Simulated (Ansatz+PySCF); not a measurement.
The numbers below are computed, except where a source is named.
## PySCF 2.14.0 run

```python
from pyscf import gto, scf, mp

mol = gto.M(atom="""
C 0.110000 0.513380 -0.094400
C -1.194800 -0.174840 0.018810
H 0.295340 1.524620 0.252130
H -1.350580 -0.572150 0.979940
H -2.007830 0.523800 -0.191150
H -1.259850 -1.007200 -0.689110
F 1.201410 -0.283210 0.024360
""", basis='cc-pvtz', charge=0, spin=1)
mf = scf.UHF(mol)
mf.kernel()
pt = mp.MP2(mf, frozen=3).run()
print(mf.e_tot, pt.e_corr, pt.e_tot)
```

The script is written out from the run's settings.

The run gave:

```yaml
Converged: yes
Reference_energy: -177.51783 hartree
Correlation_energy: -0.56990 hartree
Total_energy: -178.08773 hartree
Spin_squared_of_the_determinant: 0.761
```
